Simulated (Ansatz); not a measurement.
```yaml
atoms:
  - { symbol: C, position_ang: [0.0000, 0.0000, 0.5877] }
  - { symbol: C, position_ang: [0.0000, 1.2669, -0.2602] }
  - { symbol: C, position_ang: [0.0000, -1.2669, -0.2602] }
  - { symbol: H, position_ang: [-0.8769, 0.0000, 1.2447] }
  - { symbol: H, position_ang: [0.8769, 0.0000, 1.2447] }
  - { symbol: H, position_ang: [0.0000, 2.1662, 0.3621] }
  - { symbol: H, position_ang: [0.0000, -2.1662, 0.3621] }
  - { symbol: H, position_ang: [0.8836, 1.3042, -0.9044] }
  - { symbol: H, position_ang: [-0.8836, 1.3042, -0.9044] }
  - { symbol: H, position_ang: [-0.8836, -1.3042, -0.9044] }
  - { symbol: H, position_ang: [0.8836, -1.3042, -0.9044] }
```

Basis set: pcseg-2 (spherical functions). Charge 0, multiplicity 1.

Computed with Ansatz (development build ahead of 0.2.0); each method stands on the lowest determinant of its kind that the runs found. Restricted functionals stand beside restricted open-shell atoms, which can lie above the unrestricted atoms usual in DFT and then raise those values.

Problem. Give the atomization energy at this shape (free ground-state atoms in the same class of orbitals less the molecule, no zero-point energy) of singlet C₃H₈ by PBE0 (restricted), PBE (restricted).

Solution.

```json
{"method": "PBE0 (restricted)", "atomization energy": "4233.2 kJ/mol"}
{"method": "PBE (restricted)", "atomization energy": "4258.3 kJ/mol"}
```

The shape needn't be a minimum at these levels.
